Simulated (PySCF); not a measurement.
**Name the molecule from its bond curve**

A diatomic of charge +1 contains Cl (the partner may be the same element). Its doublet curve at UHF-CCSD in a double-zeta basis (no relativity, PySCF), in eV from the separated fragments:

```csv
R (Å),E (eV)
1.731,-2.002
1.808,-2.541
1.865,-2.746
1.923,-2.826
1.981,-2.814
2.058,-2.696
2.154,-2.443
2.269,-2.059
```

The fit gives ωe = 622 cm⁻¹ and the rotational constant Bₑ = 0.2555 cm⁻¹.

Question: Which atom is the partner?

Answer: The minimum lies at 1.943 Å, so the reduced mass is 16.8576 u Å² cm⁻¹/(Bₑ·Re²) = 17.48 u. With Cl at 34.97 u the partner weighs about 35.0 u: Cl. The molecule is Cl₂⁺.

Correlated steps freeze 10 core orbitals. The state is the lowest determinant that a PBE0 search found; another state may lie lower at other levels.
